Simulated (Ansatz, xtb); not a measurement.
## A geometry optimisation of C2H3Al− with r2SCAN-D4/def2-SVPD

The starting geometry of this gas-phase doublet has its atoms placed at random.

```xyz
6

C     0.1238   -0.2523    0.5265
C    -1.6417    0.1769    1.0897
Al    1.0413    1.4079    1.2471
H    -1.3618   -0.9011    0.2135
H     1.2190    0.9593   -0.4695
H     0.1659   -0.9827   -0.4526
```

Question: One run relaxed it with r2SCAN-D4/def2-SVPD. What is a likely outcome?

Answer: It ends as a structure given below by its coordinates. Contacts that close: C1–C2 (1.90 → 1.36 Å), C2–Al3 (2.96 → 1.96 Å), C2–H4 (1.42 → 1.11 Å).

The energy falls by 6.06 eV over 16 steps:

```tsv
step	E − E(last) (eV)
1	6.065
3	3.117
4	2.869
6	1.594
8	0.708
9	0.395
11	0.042
13	0.001
14	0.000
16	0.000
```

Final geometry (Å):

```yaml
atoms:
  - { symbol: C, position_ang: [0.1958, -0.7356, 0.2490] }
  - { symbol: C, position_ang: [-0.8727, -0.0098, 0.6596] }
  - { symbol: Al, position_ang: [0.7790, 1.0157, 0.9079] }
  - { symbol: H, position_ang: [-1.9354, -0.3246, 0.6423] }
  - { symbol: H, position_ang: [1.1995, 2.2235, -0.1327] }
  - { symbol: H, position_ang: [0.1803, -1.7611, -0.1716] }
```

From the same start GFN2-xTB reaches the same bonding as this run.

From so rough a start the end depends on the optimiser's path, so another program may land elsewhere. The end wasn't checked by frequencies. Open shells are spin-unrestricted. Run with Ansatz 0.2.0, 61 s on 2 threads of AMD EPYC 7R43 64-Core Processor (Zen 3) (shared host).
